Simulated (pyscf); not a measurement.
`[CH3][AlH][OH]` + `[H][H]` → `[CH3][AlH2]` + `[OH2]`, a four-centre exchange (singlet surface; Al–O, H–H broken, Al–H, H–O formed). Structures and frequencies: ωB97X-D3(BJ)/def2-SVP in PySCF. Energies in kJ/mol from the separated reactants.

AM1 to PM7: differences of heats of formation from MOPAC, which are fitted to 298 K values and so differ in kind from electronic energies by zero-point and thermal terms. 

**Question.** Quick PM6 single points give ΔE‡ = 281.8 kJ/mol and ΔE = +283.5 kJ/mol. What does ωB97M-D3(BJ)/def2-TZVP give, and how far is the quick result from it?

**Answer.** ωB97M-D3(BJ)/def2-TZVP gives ΔE‡ = 101.1 kJ/mol and ΔE = +128.6 kJ/mol. PM6 lies 180.7 kJ/mol over it in the barrier and 154.9 kJ/mol over it in the reaction energy, so on this step it does not hold to within 12.6 kJ/mol. ωB97M-D3(BJ)/def2-TZVP has limits of its own. On the product side the descent ends in an adduct with a Al–O contact, 90.9 kJ/mol under the separated species and 60.3 kJ/mol under the saddle at ωB97X-D3(BJ)/def2-TZVP. At ωB97M-D3(BJ) the saddle lies under the separated products, which points to a path from their complex (located at ωB97X-D3(BJ) alone), and parting the products costs more than the saddle. What is counted as broken (Al–O) persists as a longer contact in the product adduct; parting that adduct is a step of its own. At the saddle there is also a short Al–H contact that neither side keeps. One saddle was located; it need not be the lowest between these sides.
